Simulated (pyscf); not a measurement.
PySCF, gas phase, ωB97X-D3(BJ)/def2-SVP geometries.

Problem. PBE/def2-TZVP puts the barrier of `[CH3][Ga]([CH3])[SH]` + `[CH4]` → `[CH3][Ga]([CH3])[CH3]` + `[SH2]` (four-centre exchange; singlet surface; Ga–S, C–H broken, C–Ga, H–S formed) at 155.1 kJ/mol and the reaction energy at +128.1 kJ/mol, from the separated reactants. What do B3LYP-D3(BJ)/def2-TZVP, M06-2X/def2-TZVP, ωB97M-D3(BJ)/def2-TZVP give on the same structures?

Solution. B3LYP-D3(BJ): ΔE‡ = 172.4 kJ/mol, ΔE = +130.4 kJ/mol; M06-2X: ΔE‡ = 170.3 kJ/mol, ΔE = +130.8 kJ/mol; ωB97M-D3(BJ): ΔE‡ = 175.5 kJ/mol, ΔE = +124.5 kJ/mol. PBE's barrier lies under all of them, by 15.2 to 20.4 kJ/mol. Its reaction energy lies among theirs. Low barriers are usual for a GGA, whose delocalisation error favours stretched bonds. On the product side the descent ends in an adduct with a Ga–S contact, 47.0 kJ/mol under the separated species and 83.9 kJ/mol under the saddle at ωB97X-D3(BJ)/def2-TZVP. What is counted as broken (Ga–S) persists as a longer contact in the product adduct; parting that adduct is a step of its own. One saddle was located; it need not be the lowest between these sides. Elements up to Kr have no core potential and no relativistic terms here.
